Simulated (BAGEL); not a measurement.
# triplet CH2FN at 5 levels

Aim: a comparison of 5 runs (UHF/STO-3G, UHF/3-21G, ROHF/6-31G*, ROHF/def2-TZVP, UHF/def2-TZVP) of triplet CH2FN. 

The calculation is run with BAGEL 1.2.2.

## Step 1: The molecule

CH2FN has 5 atoms, charge 0, and is taken as a triplet. As SMILES of the parent species, `[H]/N=C/F`. The coordinates come from a PBE0-D4/def2-TZVP relaxation. That shape belongs to the parent species and isn't relaxed for this state.

Bond lengths: N1–C2 1.242 Å, C2–F3 1.328 Å, N1–H4 1.016 Å, C2–H5 1.092 Å. Angles: N1–C2–F3 120.0°, N1–C2–H5 129.8°, F3–C2–H5 110.2°, C2–N1–H4 110.6°.

## Step 2: The energy at UHF/STO-3G (density fitting with qzvpp-jkfit) (run 1)

File calc.json:

```json
{ "bagel" : [

{
  "title" : "molecule",
  "basis" : "sto-3g",
  "df_basis" : "qzvpp-jkfit",
  "angstrom" : true,
  "geometry" : [
    { "atom" : "N", "xyz" : [   -0.719900,   -0.454400,   -0.439800 ] },
    { "atom" : "C", "xyz" : [    0.296500,   -0.034500,    0.137300 ] },
    { "atom" : "F", "xyz" : [    1.242400,   -0.884800,    0.520800 ] },
    { "atom" : "H", "xyz" : [   -1.343900,    0.314100,   -0.667300 ] },
    { "atom" : "H", "xyz" : [    0.574800,    0.986000,    0.407600 ] }
  ]
},
{ "title" : "uhf", "charge" : 0, "nopen" : 2 },
{ "title" : "print", "file" : "orbitals.molden", "orbitals" : true }

]}
```

Command:

```console
$ BAGEL_NUM_THREADS=1 BAGEL calc.json > calc.out
```

The log of the run:

```text
* using 1 threads per process

  ===============================================================
  ===============================================================

  *** Geometry ***

  { "atom" : "N", "xyz" : [     -1.360414,     -0.858692,     -0.831102 ] },
  { "atom" : "C", "xyz" : [      0.560304,     -0.065196,      0.259459 ] },
  { "atom" : "F", "xyz" : [      2.347796,     -1.672030,      0.984169 ] },
  { "atom" : "H", "xyz" : [     -2.539603,      0.593563,     -1.261014 ] },
  { "atom" : "H", "xyz" : [      1.086215,      1.863270,      0.770252 ] },

  Number of auxiliary basis functions:      265

  Since a DF basis is specified, we compute 2- and 3-index integrals:
    o Being stored without compression. Storage requirement is 0.001 GB

  Number of basis functions:       17
  Number of electrons      :       24

    * METHOD: MOLECULE                             0.04

  *** Open-shell HF ***

  === Nuclear Repulsion ===
    68.5575689908

      * DIIS with orbital gradients will be used.

  === UHF iteration (sto-3g) ===
      0       -190.03750509          0.04354803           0.00
      1       -190.10131687          0.01378129           0.00
      2       -190.11222562          0.00669934           0.00
[... 22 lines of this table left out ...]
     25       -190.11695503          0.00000000           0.00
    * SCF iteration converged.

    * S^2 (UHF) is 2.0055

    * Permanent dipole moment:
           (    0.590307,    -0.532558,     0.238347) a.u.

    * METHOD: UHF                                  0.14

    * METHOD: PRINT                                0.00

  ===============================================================
```

Run time: 0.32 s. Hardware: 1 thread of Arm Neoverse V1, shared host.

## Step 3: A single-point energy at UHF/3-21G (density fitting with qzvpp-jkfit) (run 2)

File hf.json:

```json
{ "bagel": [

{
  "title": "molecule",
  "basis": "3-21g",
  "df_basis": "qzvpp-jkfit",
  "angstrom": true,
  "geometry": [
    { "atom": "N", "xyz": [   -0.719900,   -0.454400,   -0.439800 ] },
    { "atom": "C", "xyz": [    0.296500,   -0.034500,    0.137300 ] },
    { "atom": "F", "xyz": [    1.242400,   -0.884800,    0.520800 ] },
    { "atom": "H", "xyz": [   -1.343900,    0.314100,   -0.667300 ] },
    { "atom": "H", "xyz": [    0.574800,    0.986000,    0.407600 ] }
  ]
},
{
  "title": "uhf",
  "nopen": 2
},
{
  "title": "print",
  "file": "orbitals.molden",
  "orbitals": true
}

]}
```

Command:

```console
$ BAGEL_NUM_THREADS=1 BAGEL hf.json > hf.out
```

The log of the run:

```text
* using 1 threads per process

  ===============================================================
  ===============================================================

  *** Geometry ***

  { "atom" : "N", "xyz" : [     -1.360414,     -0.858692,     -0.831102 ] },
  { "atom" : "C", "xyz" : [      0.560304,     -0.065196,      0.259459 ] },
  { "atom" : "F", "xyz" : [      2.347796,     -1.672030,      0.984169 ] },
  { "atom" : "H", "xyz" : [     -2.539603,      0.593563,     -1.261014 ] },
  { "atom" : "H", "xyz" : [      1.086215,      1.863270,      0.770252 ] },

  Number of auxiliary basis functions:      265

  Since a DF basis is specified, we compute 2- and 3-index integrals:
    o Being stored without compression. Storage requirement is 0.002 GB

  Number of basis functions:       31
  Number of electrons      :       24

    * METHOD: MOLECULE                             0.05

  *** Open-shell HF ***

  === Nuclear Repulsion ===
    68.5575689908

      * DIIS with orbital gradients will be used.

  === UHF iteration (3-21g) ===
      0       -191.53555726          0.06369483           0.01
      1       -191.62810151          0.03209912           0.01
      2       -191.64969716          0.01676052           0.01
[... 29 lines of this table left out ...]
     32       -191.65825585          0.00000000           0.01
    * SCF iteration converged.

    * S^2 (UHF) is 2.0114

    * Permanent dipole moment:
           (    0.823609,    -0.832830,     0.337482) a.u.

    * METHOD: UHF                                  0.29

    * METHOD: PRINT                                0.00

  ===============================================================
```

Wall time 0.46 s (1 thread of Arm Neoverse V1, shared host).

## Step 4: The energy at ROHF/6-31G(d) (density fitting with qzvpp-jkfit, spherical functions) (run 3)

File job.json:

```json
{ "bagel": [

{
  "title": "molecule",
  "basis": "6-31gs.json",
  "df_basis": "qzvpp-jkfit",
  "angstrom": true,
  "geometry": [
    { "atom": "N", "xyz": [   -0.719900,   -0.454400,   -0.439800 ] },
    { "atom": "C", "xyz": [    0.296500,   -0.034500,    0.137300 ] },
    { "atom": "F", "xyz": [    1.242400,   -0.884800,    0.520800 ] },
    { "atom": "H", "xyz": [   -1.343900,    0.314100,   -0.667300 ] },
    { "atom": "H", "xyz": [    0.574800,    0.986000,    0.407600 ] }
  ]
},
{
  "title": "rohf",
  "nopen": 2
},
{
  "title": "print",
  "file": "orbitals.molden",
  "orbitals": true
}

]}
```

The basis set 6-31G* is read from a file made from the Basis Set Exchange's data (not shown).

Command:

```console
$ BAGEL_NUM_THREADS=1 BAGEL job.json > job.out
```

The log of the run:

```text
* using 1 threads per process

  ===============================================================
  ===============================================================

  *** Geometry ***

  { "atom" : "N", "xyz" : [     -1.360414,     -0.858692,     -0.831102 ] },
  { "atom" : "C", "xyz" : [      0.560304,     -0.065196,      0.259459 ] },
  { "atom" : "F", "xyz" : [      2.347796,     -1.672030,      0.984169 ] },
  { "atom" : "H", "xyz" : [     -2.539603,      0.593563,     -1.261014 ] },
  { "atom" : "H", "xyz" : [      1.086215,      1.863270,      0.770252 ] },

  Number of auxiliary basis functions:      265

  Since a DF basis is specified, we compute 2- and 3-index integrals:
    o Being stored without compression. Storage requirement is 0.004 GB

  Number of basis functions:       46
  Number of electrons      :       24

    * METHOD: MOLECULE                             0.05

  *** Open-shell HF ***

  === Nuclear Repulsion ===
    68.5575689908

      * DIIS with orbital gradients will be used.

  === ROHF iteration (6-31gs.json) ===
      0       -192.53676112          0.05330945           0.01
      1       -192.64875512          0.03091042           0.02
      2       -192.68402788          0.01673194           0.02
[... 25 lines of this table left out ...]
     28       -192.70143688          0.00000001           0.02
    * SCF iteration converged.

    * S^2 (ROHF) is 2.0000

    * Permanent dipole moment:
           (    0.766073,    -0.767950,     0.300439) a.u.

    * METHOD: ROHF                                 0.52

    * METHOD: PRINT                                0.01

  ===============================================================
```

Run time: 0.7 s. Hardware: 1 thread of Arm Neoverse V1, shared host.

Run 4 isn't shown in full; the table further down has it.

## Step 5: A single-point energy at UHF/def2-TZVP (density fitting with qzvpp-jkfit) (run 5)

File input.json:

```json
{ "bagel" : [

{
  "title" : "molecule",
  "basis" : "def2-tzvp.json",
  "df_basis" : "qzvpp-jkfit",
  "angstrom" : "true",
  "geometry" : [
    { "atom" : "N", "xyz" : [   -0.719900,   -0.454400,   -0.439800 ] },
    { "atom" : "C", "xyz" : [    0.296500,   -0.034500,    0.137300 ] },
    { "atom" : "F", "xyz" : [    1.242400,   -0.884800,    0.520800 ] },
    { "atom" : "H", "xyz" : [   -1.343900,    0.314100,   -0.667300 ] },
    { "atom" : "H", "xyz" : [    0.574800,    0.986000,    0.407600 ] }
  ]
},
{
  "title" : "uhf",
  "nopen" : 2
},
{
  "title" : "print",
  "file" : "orbitals.molden",
  "orbitals" : "true"
}

]}
```

The basis set def2-TZVP is read from a file made from the Basis Set Exchange's data (not shown).

Command:

```console
$ BAGEL_NUM_THREADS=1 BAGEL input.json > input.out
```

The log of the run:

```text
* using 1 threads per process

  ===============================================================
  ===============================================================

  *** Geometry ***

  { "atom" : "N", "xyz" : [     -1.360414,     -0.858692,     -0.831102 ] },
  { "atom" : "C", "xyz" : [      0.560304,     -0.065196,      0.259459 ] },
  { "atom" : "F", "xyz" : [      2.347796,     -1.672030,      0.984169 ] },
  { "atom" : "H", "xyz" : [     -2.539603,      0.593563,     -1.261014 ] },
  { "atom" : "H", "xyz" : [      1.086215,      1.863270,      0.770252 ] },

  Number of auxiliary basis functions:      265

  Since a DF basis is specified, we compute 2- and 3-index integrals:
    o Being stored without compression. Storage requirement is 0.023 GB

  Number of basis functions:      105
  Number of electrons      :       24

    * METHOD: MOLECULE                             0.10

  *** Open-shell HF ***

  === Nuclear Repulsion ===
    68.5575689908

      * DIIS with orbital gradients will be used.

  === UHF iteration (def2-tzvp.json) ===
      0       -192.62023617          0.03761441           0.05
      1       -192.74761476          0.02226447           0.05
      2       -192.78463755          0.01289267           0.05
[... 31 lines of this table left out ...]
     34       -192.80480980          0.00000001           0.05
    * SCF iteration converged.

    * S^2 (UHF) is 2.0209

    * Permanent dipole moment:
           (    0.801766,    -0.703016,     0.326725) a.u.

    * METHOD: UHF                                  1.81

    * METHOD: PRINT                                0.03

  ===============================================================
```

Wall time 2.1 s (1 thread of Arm Neoverse V1, shared host).

## Step 6: The series

```csv
run,level,energy (Eh),dipole moment (D),⟨S²⟩,wall time
1,UHF/STO-3G (density fitting with qzvpp-jkfit),-190.116955,2.11,2.006,0.32 s
2,UHF/3-21G (density fitting with qzvpp-jkfit),-191.658256,3.10,2.011,0.46 s
3,"ROHF/6-31G* (density fitting with qzvpp-jkfit, spherical functions)",-192.701437,2.86,2.000,0.7 s
4,ROHF/def2-TZVP (density fitting with qzvpp-jkfit),-192.795362,2.81,2.000,1.8 s
5,UHF/def2-TZVP (density fitting with qzvpp-jkfit),-192.804810,2.83,2.021,2.1 s
```

## Step 7: Results

| quantity | value |
| --- | --- |
| run 5: total energy | -192.80481 Eh |
| run 5: dipole moment | 2.83 D |
| run 5: ⟨S²⟩ | 2.021 |

The dipole moment (its size) runs from 2.11 D (UHF/STO-3G) to 3.10 D (UHF/3-21G). In run 1 the basis is minimal, so the values are rough. All runs together took 5.4 s, the longest 2.1 s.
